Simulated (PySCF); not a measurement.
# Dipole moment and polarisability of BH2(NH2)

Species: BH2(NH2).
Cartesian coordinates in Å at the PBE0-D3(BJ)/def2-SVP level; atoms count from 1:
```
atom  x, y, z in Å
B1     0.340    0.591    0.004
H2     1.361    0.680    0.647
H3    -0.094    1.523   -0.635
N4    -0.351   -0.611   -0.004
H5    -1.210   -0.754   -0.519
H6    -0.046   -1.430    0.507
```

Level: CAM-B3LYP/def2-SVPD (PySCF), static field, nuclei fixed, core orbitals frozen in the response. The polarisability tensor in these axes (au):

```
x   26.12  2.92  2.26
y    2.92 29.54 -1.25
z    2.26 -1.25 23.04
```

Give the principal values, the mean and the anisotropy Δα = √{½[(α1 − α2)² + (α2 − α3)² + (α1 − α3)²]}.

Principal values 21.07, 26.42 and 31.21 au; mean 26.23 au = 3.89 Å³ = 4.33 × 10⁻⁴⁰ C²·m²/J; Δα = 8.79 au (34 % of the mean).

What is the dipole moment, and where does it point?

(-0.96, -1.67, -0.01) D, 1.93 D in size, pointing from the negative to the positive side. Measured along this direction, the outermost atoms are H2 and H3 at the negative end and H6 and H5 at the positive end.

Form Σ f/ω² (atomic units) for the 10 lowest TDDFT singlets, given as eV and f, and set it beside the mean polarisability, which is this sum over all singlets: 7.22, 0.0000; 7.76, 0.0510; 8.33, 0.2279; 8.48, 0.0313; 9.23, 0.0000; 9.49, 0.0481; 9.63, 0.0035; 9.65, 0.0618; 10.30, 0.0198; 10.53, 0.0456.

They add up to 4.74 au, 18.1 % of the 26.23 au; the largest single term is 2.43 au, from the state at 8.33 eV. Terms in order: 0.00, 0.63, 2.43, 0.32, 0.00, 0.40, 0.03, 0.49, 0.14, 0.30 au. Higher excitations give the rest. The strengths listed sum to 0.489.

In a dilute gas of rigid molecules at 400 K, how does the orientational term μ²/3kT compare with the electronic polarisability?

In Gaussian units μ²/3kT = 22.48 Å³ against 3.89 Å³, a ratio of 5.78; the Debye molar polarisation (4π/3)N_A(α + μ²/3kT) is 66.5 cm³/mol, leaving out the vibrational part.

Refractivity n − 1 of an ideal gas of it at 298.15 K and 1 atm, from the electronic α?

N = p/kT = 2.4615 × 10¹⁹ cm⁻³, so n − 1 = 2π × N × 3.89 × 10⁻²⁴ cm³ = 601 × 10⁻⁶ at long wavelengths, for an ideal gas.

What depolarisation ratio follows for Rayleigh scattering of linearly polarised light, taking the static tensor?

ρ = 3Δα²/(45ᾱ² + 4Δα²) = 231.8/(30969 + 309.0) = 0.00741.

What are the principal values of the traceless quadrupole moment, Θ = ½Σq(3rr − r²1), about the centre of nuclear charge?

-1.42, 0.68, 0.73 D·Å. The values depend on the origin, since the dipole doesn't vanish. The electronic extent ⟨r²⟩ about the same centre is 88 bohr², a root-mean-square distance of 1.24 Å for the 16 electrons.

Geometry: PBE0-D3(BJ)/def2-SVP; no solvent, vibrations or thermal averaging.

These values come from a run that also computed excited states. The run took 1.6 s wall on one thread of an Arm Neoverse V2 (shared host).
